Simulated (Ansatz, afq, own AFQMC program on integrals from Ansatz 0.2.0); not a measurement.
## Where AFQMC and coupled cluster stand for Al, quartet

A free Al atom.

Basis cc-pVTZ. Noble-gas cores (and the filled d shells of Ga–Kr and In–Xe) are frozen. AFQMC by an in-house program on the Cholesky factors that Ansatz 0.2.0 writes for its CCSD(T) run. ph-AFQMC/CISD is guided by a CISD state made of CCSD amplitudes; releasing the constraint for a short imaginary time cuts its bias at the price of noise, slowly where states lie close. Free projection: walkers drawn from exp(T), propagated without any constraint. Its projection time is finite, and what remains of the start isn't in its error. ± is one standard error of the sampling.

Determinant: UHF, the one that the program's search chose, which needn't be the lowest solution.

Full CI on the same integrals is exact in this basis and with this determinant's frozen core.

Cautions: another spin lies lower (by 3.45 eV).

The T1 diagnostic is 0.0038. The weight of the determinant in the CISD state is 0.981, the ⟨S²⟩ of the determinant is 3.750 and the size of the correlated space is 3 electrons in 29 orbitals.

| level | correlation energy (eV) |
| --- | --- |
| MP2 | -0.2467 |
| CCSD | -0.3873 |
| CCSD(T) | -0.3909 |

(1) Estimate where phaseless AFQMC with a CISD trial lies against CCSD(T) on the same integrals.

(1) 0.1 ± 0.05 kJ/mol below CCSD(T).

Reference: full CI, correlation energy -0.393 eV. The released energy is read at 2.40 1/Eh (meV from the phaseless value at times in 1/Eh: -0.8 ± 0.6 at 0.24, -0.4 ± 0.6 at 0.51, -1.0 ± 0.6 at 0.99, -0.9 ± 0.6 at 1.62, 0.1 ± 0.6 at 2.40).

```csv
level,E − E(reference) (kJ/mol),share of correlation (%)
CCSD(T),0.2,99.54
ph-AFQMC/HF,0.9 ± 0.6,97.68
ph-AFQMC/CISD,0.0 ± 0.05,99.91
released AFQMC,0.0 ± 0.06,99.89
free AFQMC,-0.1 ± 0.04,100.17
```

Free projections are given only where their last times agree within the noise and don't stop above the reference; a slow remainder of the start can still hide under it. A walk keeps the symmetry of its determinant, which the program's search chose and which needn't be the lowest solution, so a lower state of the same spin and another symmetry isn't excluded. Released energies are given only where the last usable release times agree within the noise; a slower fall can still hide under it.
